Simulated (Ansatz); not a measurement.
System: zinc-blende AlP. Method: Hartree–Fock in Ansatz (plane waves, PAW).

Total energies, extrapolated to zero smearing (they compare only within this program, potentials and cutoff; free atoms with spin allowed, lowest state found):

```
system                    energy (eV/atom)
------------------------  ----------------
zinc-blende AlP, relaxed         -635.3188
free Al atom                     -524.1376
free P atom                      -741.0721
```

### Question
Work out the cohesive energy per atom.

### Answer
E_coh = [1 × (-524.1376) + 1 × (-741.0721)]/2 − (-635.3188) = 2.71 eV/atom. The reference value is 4.32 eV/atom (measured, static lattice: zero-point vibration energy added, our sources range from 4.20 to 4.32; as tabulated in Mejia-Rodriguez and Trickey (2018), arXiv:1807.09216), a difference of -1.61 eV/atom.

The PAW data were made under PBE.

Ansatz is a first-principles code.
